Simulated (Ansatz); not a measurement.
## F–Ga–GaH, triplet in cc-pVDZ: errors against RCCSDT(Q)

Geometry: that of the F–Ga–GaH, singlet, kept fixed. The singlet lies 2.1 eV lower here.

```xyz
4

F     0.0000    0.5318    2.5899
Ga    0.0000   -0.2452    0.9952
Ga    0.0000    0.0811   -1.6949
H     0.0000    1.3273   -0.4184
```

Basis cc-pVDZ; Ansatz 0.2.0. Only valence electrons are correlated (noble-gas cores and the filled d shells of p-block atoms frozen), which leaves 14 electrons in 44 orbitals. R marks a restricted (for open shells ROHF) determinant, U an unrestricted one. Active spaces: frontier = (10e, 10o) about the gap. No spin–orbit coupling is included, and no scalar relativity.

Full CI isn't at hand for all of this; RCCSDT(Q) serves as the reference, and is uncertain by the last step of the cluster series or more. The frozen core follows each run's orbitals, which can shift R against U totals by a few meV for light atoms and by up to 0.1 eV past Ca.

Coupled cluster chose its determinant by a search with trial CCSD, here up to 0.50 eV above the lowest Hartree–Fock solution of its kind, and MP2 stands on that determinant too.

The UHF ⟨S²⟩ is 2.064, the T1 diagnostic (RCCSD) is 0.0580 and the largest doubles amplitude (RCCSD) is 0.147.

| level | E − E(RCCSDT(Q)) (mEh) | share of correlation (%) | wall time |
| --- | --- | --- | --- |
| RMP2 | 38.55 | 88.74 | – |
| RCCSD | 13.69 | 96.00 | – |
| RCCSD(T) | 3.01 | 99.12 | 78 s |
| BCCD(T) | 3.01 | 99.12 | 83 s |
| RCCSDT | 1.10 | 99.68 | – |

The correlation energy at RCCSDT(Q), counted from the determinant under the R cluster runs, is -9.314 eV. That run took 3.6 min on 1 thread of Arm Neoverse V1, shared host.

Run but not shown, since their state, orbitals or frozen core can't be matched to the reference's or they repeat it: RHF, UHF, UMP2, UCCSD, UCCSD(T), UCCSDT, UCCSDT(Q), CASSCF (frontier space), NEVPT2 (frontier space).

Times hold each run's SCF and search for its determinant on a shared host, so for small cases they say little of a method's own cost; they ran on 1 thread of Arm Neoverse V1.
